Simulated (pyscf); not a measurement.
Structures and frequencies: ωB97X-D3(BJ)/def2-SVP in PySCF. MP2 and CC: frozen core, UHF for open shells. ΔMP2 is the change of the MP2 total energy from the triple- to the quadruple-zeta basis.

PBE/def2-TZVP puts the barrier of Cl–In (SMILES [Cl][In]) [singlet] + NH₃ (SMILES N) → H₂N–InH–Cl (SMILES [NH2][InH][Cl]) (insertion; singlet surface; H–N broken, In–N, H–In formed) at 57.6 kcal/mol and the reaction energy at +20.5 kcal/mol, from the separated reactants. What do r²SCAN/def2-TZVP, ωB97M-D3(BJ)/def2-TZVP, CCSD(T)/def2-TZVPP + ΔMP2(QZVPP) give on the same structures?

r²SCAN: ΔE‡ = 58.1 kcal/mol, ΔE = +15.8 kcal/mol; ωB97M-D3(BJ): ΔE‡ = 67.4 kcal/mol, ΔE = +17.0 kcal/mol; CCSD(T): ΔE‡ = 63.9 kcal/mol, ΔE = +16.9 kcal/mol. PBE's barrier lies under all of them, by 0.5 to 9.8 kcal/mol. Its reaction energy lies over all of them, by 3.5 to 4.6 kcal/mol. On the reactant side the descent ends in a bound adduct (not fully relaxed), 13.2 kcal/mol under the separated species and 79.7 kcal/mol under the saddle at ωB97X-D3(BJ)/def2-TZVP. At ωB97X-D3(BJ) the barrier from the zero used here is 66.5 kcal/mol. One saddle was located; it need not be the lowest between these sides. The CCSD(T) − MP2 part came from Ansatz, without density fitting, on the same reference. The frozen core leaves the outer d or s,p core shells of the metals and heavy elements correlated in the MP2 and CC values, and def2-TZVPP describes them poorly, which can shift differences by a few kcal/mol. Elements past Kr carry the def2 core potentials, without spin-orbit coupling.
